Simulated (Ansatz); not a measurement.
Nb (bcc, W type): values from a third-order Birch-Murnaghan fit to a volume scan beside measured ones. Computed values: PBE (plane waves to 420 eV, PAW, scalar-relativistic; Ansatz, a first-principles code). Nb is run without spin polarisation. Nb was relaxed with its symmetry unable to fall. The PAW data are Ansatz's earlier set.

| quantity | reference | kind |
|---|---|---|
| Lattice constant a (Å) | 3.294 | measured, corrected to the static lattice |
| Bulk modulus B₀ (GPa) | 173.2 | measured, corrected to the static lattice |

References as given in: Daniel Mejia-Rodriguez, S. B. Trickey, Physical Review B (2018), arXiv:1807.09216.

Task: What does PBE give, and how far is that from the reference?

Result: 
```json
[
 {"quantity": "Lattice constant a (Å)", "PBE": "3.310", "difference": "+0.5 %"},
 {"quantity": "Bulk modulus B₀ (GPa)", "PBE": "170", "difference": "-2.0 %"}
]
```

PBE overestimates the lattice constant a by 0.5 %. For the bulk modulus B₀ it lies within 5 % of the reference.

(Under strain, the slope of the energy per volume gives the stress and its curvature an elastic modulus.)
